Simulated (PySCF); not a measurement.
fluorine (F2), SMILES FF. The structure is a stationary point at B3LYP-D3(BJ)/def2-TZVPD.

Question: Give the equilibrium geometry at B3LYP-D3(BJ)/def2-TZVPD (PySCF confirms it by a frequency run) as a Z-matrix, and its point group. (The exact figures need the calculation; the answer reports its results.)

Answer: point group D∞h.
```
F
F 1 1.3962
```
